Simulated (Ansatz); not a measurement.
Consider the atomization: `CC[SiH3]` → 2 C• + 8 H• + Si•.

Computed with Ansatz on PBE0-D4/def2-TZVP structures; ΔE is electronic, products minus reactants. CCSD(T)/CBS is the MP2 limit (def2-TZVPP, def2-QZVPP) plus CCSD(T) − MP2 in def2-TZVPP, frozen cores. This one scheme is used for every species, atoms too. DFT in def2-TZVPP. HSE06 is defined as in plane-wave codes. No spin–orbit coupling; open shells (•) take unrestricted orbitals. Spin–orbit coupling would lower the free atoms: a little for C, Si.

`CC[SiH3]`:

Cartesian coordinates in Å:
```
C -1.309 0.284 0.475
C -0.329 -0.483 -0.409
Si 1.455 0.050 -0.180
H -2.338 -0.050 0.318
H -1.276 1.356 0.268
H -1.078 0.150 1.535
H -0.588 -0.359 -1.466
H -0.392 -1.558 -0.207
H 1.881 -0.156 1.233
H 1.610 1.496 -0.501
H 2.364 -0.729 -1.065
```

CCSD(T)/CBS gives +3853.7 kJ/mol.

Problem. Another level gave +3774.8 kJ/mol. Which?
A. ωB97M-V/def2-TZVPP
B. BHLYP-D4/def2-TZVPP
C. CCSD(T)/def2-TZVPP
D. HSE06/def2-TZVPP

Solution. C. CCSD(T)/def2-TZVPP 3774.8, ωB97M-V 3858.6, BHLYP-D4 3802.0, HSE06 3830.1 kJ/mol.

Problem. What do rigid-rotor, harmonic-oscillator terms from PBE0-D4/def2-TZVP frequencies (298.15 K, 1 bar) make of the CCSD(T)/CBS value? (Estimate.)

Solution. Ansatz gave: ΔZPE = -235.8 kJ/mol, ΔH = +3669.3 kJ/mol, ΔS = 1105 J/(mol·K), ΔG = +3339.9 kJ/mol. Open shells count their whole term as degenerate.

Largest T1 diagnostic among the species: 0.012.

From PBE to PBE0 (25 % exact exchange), in def2-TZVPP and without D4, ΔE moves by −15.3 kJ/mol: exact exchange takes away binding that semilocal exchange gives to molecules. The D4 term adds +27.4 kJ/mol with B3LYP and +14.3 kJ/mol with PBE0; it sums over pairs of atoms, weighted by their polarisabilities, and B3LYP, whose exchange is more repulsive, gets the larger term. In def2-TZVPP, CCSD(T) changes the Hartree–Fock value by +804.6 kJ/mol (the triples alone add +32.3 kJ/mol) and MP2 by +797.6 kJ/mol; breaking electron pairs costs correlation energy, which Hartree–Fock lacks.

B3LYP here is the variant with VWN-RPA as its local correlation; programs differ in this.

For atomizations the MP2-based limit and the directly extrapolated one differ by several kJ/mol either way, and by 10 to 25 for some Ge, Se and Sn compounds, so smaller differences from it don't rank the levels.
